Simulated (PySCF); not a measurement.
Isomers of HCN, one conformer each; single-point electronic energies without zero-point terms and without any empirical dispersion term.

Level: wB97X-D/pcSseg-2 in PySCF, non-relativistic, each on one gas-phase PBE0-D3(BJ)/def2-TZVP geometry that isn't relaxed in the solvent. The solvent is an IEF-PCM continuum (cavity from Bondi-type radii × 1.2). Only the electrostatic response of the medium enters.

| isomer | relative energy, gas (kcal/mol) | dipole (D) |
| --- | --- | --- |
| `C#N` (HCN) | 0.0 | 3.08 |
| `[NH+]#[C-]` (CHN) | 13.0 | 3.09 |

Question: How do the relative energies look in chloroform (ε = 4.711)?

Answer: 
| isomer | relative energy, solvent (kcal/mol) | E(solvent) − E(gas) (kcal/mol) | dipole in solvent (D) |
| --- | --- | --- | --- |
| `C#N` (HCN) | 0.0 | -4.2 | 3.67 |
| `[NH+]#[C-]` (CHN) | 12.7 | -4.5 | 3.65 |

The order is unchanged. `[NH+]#[C-]` (CHN) gains most from the continuum, and it has the largest gas-phase dipole. The gains span 0.3 kcal/mol, the gas-phase energies 13.0 kcal/mol.
